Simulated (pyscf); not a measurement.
One four-centre exchange on the singlet surface with elements of a group swapped. ωB97M-D3(BJ)/def2-TZVP, kJ/mol, from the separated reactants. PySCF, gas phase, ωB97X-D3(BJ)/def2-SVP geometries.

```csv
step,barrier,reaction energy,imaginary mode (i cm⁻¹)
`[FH]` + `[F][Nb]([F])([F])([F])[SH]` -> `[F][Nb]([F])([F])([F])[F]` + `[SH2]`,-14.0,-64.0,762
`[ClH]` + `[SH][Ta]([Cl])([Cl])([Cl])[Cl]` → `[Cl][Ta]([Cl])([Cl])([Cl])[Cl]` + `[SH2]`,12.3,-26.9,624
`[ClH]` + `[SH][Nb]([Cl])([Cl])([Cl])[Cl]` -> `[Cl][Nb]([Cl])([Cl])([Cl])[Cl]` + `[SH2]`,(withheld),(withheld),701
```

### Question
Fill in the missing entries.

### Answer

- `[ClH]` + `[SH][Nb]([Cl])([Cl])([Cl])[Cl]` -> `[Cl][Nb]([Cl])([Cl])([Cl])[Cl]` + `[SH2]`, barrier: 19.1
- `[ClH]` + `[SH][Nb]([Cl])([Cl])([Cl])[Cl]` -> `[Cl][Nb]([Cl])([Cl])([Cl])[Cl]` + `[SH2]`, reaction energy: -18.1

Row 1: On the reactant side the descent ends in an adduct with a F–Nb contact, 33.8 kJ/mol under the separated species and 16.7 kJ/mol under the saddle at ωB97X-D3(BJ)/def2-TZVP. On the product side the descent ends in an adduct with a Nb–S contact, 69.4 kJ/mol under the separated species and 98.4 kJ/mol under the saddle at ωB97X-D3(BJ)/def2-TZVP. Row 2: On the reactant side the descent ends in an adduct with a Cl–Ta contact, 21.5 kJ/mol under the separated species and 13.0 kJ/mol under the saddle at ωB97X-D3(BJ)/def2-TZVP. On the product side the descent ends in an adduct with a S–Ta contact, 77.1 kJ/mol under the separated species and 88.7 kJ/mol under the saddle at ωB97X-D3(BJ)/def2-TZVP. Row 3: On the reactant side the descent ends in an adduct with a Cl–Nb contact, 15.9 kJ/mol under the separated species and 17.4 kJ/mol under the saddle at ωB97X-D3(BJ)/def2-TZVP. On the product side the descent ends in an adduct with a Nb–S contact, 69.2 kJ/mol under the separated species and 83.0 kJ/mol under the saddle at ωB97X-D3(BJ)/def2-TZVP. Each row is the saddle that its search found. Elements past Kr carry the def2 core potentials, without spin-orbit coupling.
